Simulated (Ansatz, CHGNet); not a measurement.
Elastic constant C12 (GPa) of solids drawn from the class of tetrahedrally bonded semiconductors and semimetals, at two levels: the machine-learned potential CHGNet 0.3.0 (trained on PBE and PBE+U data), and r²SCAN in Ansatz (PAW).

| solid | CHGNet 0.3.0 | r²SCAN | shift (%) |
|---|---|---|---|
| zinc-blende GaN (metastable phase) | 200 | 153 | -24 |
| zinc-blende CdS (metastable phase) | 41.1 | 54.4 | +32 |
| 3C-SiC | 203 | 134 | -34 |
| zinc-blende CuI | 47.3 | 37.7 | -20 |
| 2H-SiC | 171 | 107 | -37 |
| zinc-blende ZnS | 47.1 | 64.2 | +36 |
| zinc-blende CdSe | 45.0 | 45.9 | +2.0 |
| zinc-blende CdTe | 25.9 | 34.7 | +34 |
| wurtzite ZnO | 108 | 129 | +19.4 |
| zinc-blende GaAs | 11.3 | 49.9 | +342 |

The shifts run from -37 % to +342 %, with a median of +10.7 %.

Over all 10 rows r²SCAN is the larger in 6.

Ansatz's runs of these crystals have no spin polarisation.

Spin–orbit coupling is left out, also for the solids with elements from indium on (zinc-blende CuI, zinc-blende CdTe); its size isn't shown.

Each level is taken at its own relaxed cell. Ansatz's density-functional and Hartree–Fock values are scalar-relativistic unless marked +SOC, with PAW data made under PBE.

Ansatz is a quantum-chemistry and plane-wave program.
